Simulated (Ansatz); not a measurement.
Li₂S, relaxed as a triplet with UKS PBE0-D4/def2-TZVP in Ansatz, starting from the PBE0-D4/def2-TZVP geometry of the neutral singlet. Force threshold 0.02 eV/Å.

At PBE0-D4/def2-TZVP a singlet of charge 0 lies 1.90 eV below the triplet, each at its own geometry. The structure comes from a short search, and lower isomers may exist.

Start:

```csv
atom,x (Å),y (Å),z (Å)
Li1,1.5468,1.1101,-0.3273
Li2,-1.4442,-1.2726,-0.1637
S3,-0.1026,0.1625,0.4909
```

| step | energy (eV) | largest force component (eV/Å) | SCF passes |
| --- | --- | --- | --- |
| 1 | -11239.4766 | 1.044 | 42 |
| 2 | -11239.6424 | 0.612 | 45 |
| 3 | -11239.7564 | 0.118 | 43 |
| 4 | -11239.8244 | 0.288 | 50 |
| 5 | -11239.9371 | 0.251 | 48 |
| 6 | -11240.0266 | 0.154 | 51 |
| 7 (rejected) | -11240.0264 | 0.143 | 37 |
| 8 | -11240.0422 | 0.010 | 36 |

Force components are those of the run's own axes.

End:

```csv
atom,x (Å),y (Å),z (Å)
Li1,1.197,0.669,-0.630
Li2,-0.958,-1.047,-0.512
S3,-0.239,0.378,1.141
```

By distances, no bond broke or formed, bridged metal pairs apart. The bond that changes most is Li2–S3, from 2.07 to 2.30 Å (atoms count from 1). Metal–metal contacts that move far: Li1–Li2 3.83 to 2.76 Å.

No frequencies were taken in this run, so the end may be a saddle point.

It took 7 s on 4 threads of Arm Neoverse V1 on a shared host.
